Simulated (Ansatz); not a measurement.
# wB97X/def2-TZVP run of SF2 (sulfur difluoride)

Aim: the vertical singlet–triplet gap of SF2 (sulfur difluoride) at wB97X/def2-TZVP, from 2 runs. 

The results are computed with Ansatz 0.2.0.

42 further runs of the same task are left out: 42 set aside as unsound or not needed.

## Step 1: The molecule

SF2 has 3 atoms, charge 0, and is taken as a singlet. SMILES: `FSF`. The shape is that of a PBE0-D4/def2-TZVP optimisation.

Bond lengths: F1–S2 1.590 Å, S2–F3 1.590 Å. Angles: F1–S2–F3 98.6°.

## Step 2: A single-point energy at wB97X/def2-TZVP

molecule.yaml

```yaml
crystal:
  periodic: [false, false, false]
  atoms:
    - {symbol: F, position_ang: [0.440140, 1.116450, 0.365400]}
    - {symbol: S, position_ang: [-0.601990, 0.126530, -0.315250]}
    - {symbol: F, position_ang: [0.161840, -1.242970, -0.050150]}
basis:
  gaussian:
    orbitals: def2-TZVP
hamiltonian:
  xc: {name: wB97X}
accuracy: high
output:
  orbitals: {seedname: orbitals}
```

Launch:

```console
$ ansatz run molecule.yaml --threads 1 --pin off --max-ram 3480MiB --events-out events.jsonl --progress --plain --runs-dir runs
```

Log:

```text
Warning: RAYON_NUM_THREADS=1 ignored (pool sized by the plan → 1); use --threads N
Functional definition: wB97X
  name "wB97X"
  parameter omega = 0.3/bohr
  parameter cx = 0.157706
  parameter cx1 = 0.726479
  parameter cx2 = 1.04760
  parameter cx3 = -5.70635
  parameter cx4 = 13.2794
  parameter css1 = -4.33879
  parameter css2 = 18.2308
  parameter css3 = -31.7430
  parameter css4 = 17.2901
  parameter cos1 = 2.37031
  parameter cos2 = -11.3995
  parameter cos3 = 6.58405
  parameter cos4 = -3.78132
  exchange = spin_sum(e_x_unif_sr(omega)*poly(b97_u_x, 1 - cx, cx1, cx2, cx3, cx4)) + cx*exact_x_sr(omega)
      + exact_x_lr(omega)
  correlation = spin_sum(e_c_pw_same_spin*poly(b97_u_same, 1, css1, css2, css3, css4))
      + integral(e_c_pw_opposite_spin*poly(b97_u_opposite, 1, cos1, cos2, cos3, cos4))
1532 factors; integrals over basis functions are off by at most 3.3e-9 eV
219 factors; integrals over basis functions are off by at most 1.8e-9 eV
mean field evaluation 1: about -16267.2651 eV, gradient 3.5e1 eV
mean field evaluation 2: about -16267.0281 eV, gradient 4.0e1 eV
mean field evaluation 4: about -16269.0733 eV, gradient 4.9e-1 eV
mean field evaluation 8: about -16269.1761 eV, gradient 4.2e-2 eV
mean field evaluation 16: about -16269.1761 eV, gradient 1.3e-5 eV
mean field -16269.17608529 eV, -597.8811934906 hartree, gradient 3.4e-8 eV, S^2 0.000000; 0 other end points of the search recorded, 0 dependent functions left out
reference -16269.17608362 eV, -597.8811934293 hartree; 17, 17 occupied and 82, 82 virtual orbitals, 1532 factors
Total energy: -16269.17608362 eV, -597.8811934293 hartree
```

It took 15 s on 1 thread of Arm Neoverse V1, shared host; peak memory 0.34 GiB.

## Step 3: The triplet, same level

in.yaml

```yaml
crystal:
  periodic: [false, false, false]
  atoms:
    - {symbol: F, position_ang: [0.440140, 1.116450, 0.365400]}
    - {symbol: S, position_ang: [-0.601990, 0.126530, -0.315250]}
    - {symbol: F, position_ang: [0.161840, -1.242970, -0.050150]}
basis:
  gaussian:
    orbitals: def2-TZVP
magnetization:
  spin_polarized: true
  initial_magnetization: 2
hamiltonian:
  xc: {name: wB97X}
accuracy: high
output: {orbitals: {seedname: orbitals}}
```

Launch:

```console
$ ansatz run in.yaml --threads 1 --pin off --max-ram 3480MiB --events-out events.jsonl --progress --plain --runs-dir runs
```

Log (excerpt; [...] marks lines left out):

```text
Warning: RAYON_NUM_THREADS=1 ignored (pool sized by the plan → 1); use --threads N
Functional definition: wB97X
  name "wB97X"
[...]
      + exact_x_lr(omega)
[...]
      + integral(e_c_pw_opposite_spin*poly(b97_u_opposite, 1, cos1, cos2, cos3, cos4))
1532 factors; integrals over basis functions are off by at most 3.3e-9 eV
219 factors; integrals over basis functions are off by at most 1.8e-9 eV
[...]
mean field -16266.48138918 eV, -597.7821652355 hartree, gradient 2.6e-8 eV, S^2 2.006711; 1 other end points of the search recorded, 0 dependent functions left out
reference -16266.48138844 eV, -597.7821652081 hartree; 18, 16 occupied and 81, 83 virtual orbitals, 1532 factors
Total energy: -16266.48138844 eV, -597.7821652081 hartree
```

It took 32 s on 1 thread of Arm Neoverse V1, shared host; peak memory 0.54 GiB.

## Step 4: Summary of results

At wB97X/def2-TZVP:

| quantity | value |
| --- | --- |
| singlet: total energy | -597.88119 Eh |
| singlet: HOMO energy | -9.67 eV |
| singlet: LUMO energy | 0.72 eV |
| singlet: HOMO–LUMO gap | 10.40 eV |
| triplet: total energy | -597.78217 Eh |
| triplet: HOMO energy (highest over α and β) | -6.96 eV |
| triplet: LUMO energy (lowest over α and β) | -1.97 eV |
| triplet: ⟨S²⟩ | 2.007 |
| vertical energy of the triplet above the singlet | 2.695 eV |

In words: At this shape the triplet lies 2.69 eV (260 kJ/mol) above the singlet.
